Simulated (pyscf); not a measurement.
A first-order saddle from PySCF, ωB97X-D3(BJ)/def2-SVP:

```
Ga
H 1 1.6478
O 2 1.4161 1 80.22
H 3 0.9715 2 124.23 1 -115.19
As 1 2.4220 2 154.79 3 34.51
H 5 1.5195 1 92.36 2 -176.68
H 5 1.5217 6 93.34 1 -89.32
```
Charge 0, spin multiplicity 1.

Surface: singlet, charge 0. Lowest wavenumbers (cm⁻¹): 1523i, 89, 110, 257, 276.

Question: What reaction is this the transition state of?

Answer: Ga–AsH₂ [singlet] + H₂O ⇌ HO–GaH–AsH₂, an insertion read from left to right: H–O broken and Ga–O, Ga–H formed. At CCSD(T)/def2-TZVPP + ΔMP2(QZVPP) it lies +31.8 kcal/mol from the left side and +59.5 kcal/mol from the right (each side as separated species at their lowest minima found). On the reactant side the descent ends in a bound adduct (not fully relaxed), 10.0 kcal/mol under the separated species and 42.9 kcal/mol under the saddle at ωB97X-D3(BJ)/def2-TZVP. This is the saddle that the search found; another between the same sides may lie lower. The CCSD(T) − MP2 part came from Ansatz, without density fitting, on the same reference. The frozen core leaves the outer d or s,p core shells of the metals and heavy elements correlated in the MP2 and CC values, and def2-TZVPP describes them poorly, which can shift differences by a few kcal/mol. Elements up to Kr have no core potential and no relativistic terms here.
